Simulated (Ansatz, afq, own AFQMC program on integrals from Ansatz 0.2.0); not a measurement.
**Where AFQMC and coupled cluster stand for HfCl, doublet**

```xyz
2

Hf    0.0000    0.0000    0.0000
Cl    0.0000    0.0000    2.3043
```

Basis def2-SVP with its core potentials. Only valence electrons are correlated. Integrals, coupled cluster, full CI and functionals: Ansatz 0.2.0; the random walks run on the same integrals in our own AFQMC program. ph-AFQMC/CISD is guided by a CISD state made of CCSD amplitudes; releasing the constraint for a short imaginary time cuts its bias at the price of noise, slowly where states lie close. Uncertainties: one standard error, sampling alone. No spin–orbit coupling. The metal's outer-core s and p shells are frozen, which shifts wave-function levels against functionals.

Determinant: ROHF, the one that the program's search chose, which needn't be the lowest solution. The geometry is a PBE0/def2-TZVP stationary point of this or a neighbouring charge and spin state.

No full CI on the walks' own integrals is used here; CCSDT(Q) serves as the reference and is uncertain by about the last step of the cluster series.

Cautions: no spin-orbit coupling; outer-core shells of the metal frozen; a spin-contaminated unrestricted determinant lies lower (UHF 202 meV lower, ⟨S²⟩ 1.09); the released energies have errors that jump between times, so the bars are unsure, so no released level is given (meV from the phaseless value at times in 1/Eh: -12 ± 3 at 0.60, 10 ± 27 at 1.20, -19 ± 4 at 2.00, -23 ± 8 at 3.00, -35 ± 6 at 4.20), though the last usable value meets CCSDT(Q) within the noise; CCSDT(Q) on the UHF determinant differs (32 meV lower), perhaps since the unrestricted series falls towards higher spin.

```
T1 diagnostic                               : 0.0282
weight of the determinant in the CISD state : 0.854
size of the correlated space                : 11 electrons in 41 orbitals
```

Reference: CCSDT(Q), correlation energy -5.894 eV.

```json
{"level": "HF", "E − E(reference) (mEh)": "216.59", "share of correlation (%)": "0.00"}
{"level": "MP2", "E − E(reference) (mEh)": "30.65", "share of correlation (%)": "85.85"}
{"level": "CCSD", "E − E(reference) (mEh)": "8.16", "share of correlation (%)": "96.23"}
{"level": "CCSD(T)", "E − E(reference) (mEh)": "1.49", "share of correlation (%)": "99.31"}
{"level": "CCSDT", "E − E(reference) (mEh)": "0.38", "share of correlation (%)": "99.82"}
{"level": "ph-AFQMC/HF", "E − E(reference) (mEh)": "0.56 ± 0.73", "share of correlation (%)": "99.74"}
{"level": "ph-AFQMC/CISD", "E − E(reference) (mEh)": "1.00 ± 0.15", "share of correlation (%)": "99.54"}
```

A walk keeps the symmetry of its determinant, which the program's search chose and which needn't be the lowest solution, so a lower state of the same spin and another symmetry isn't excluded.
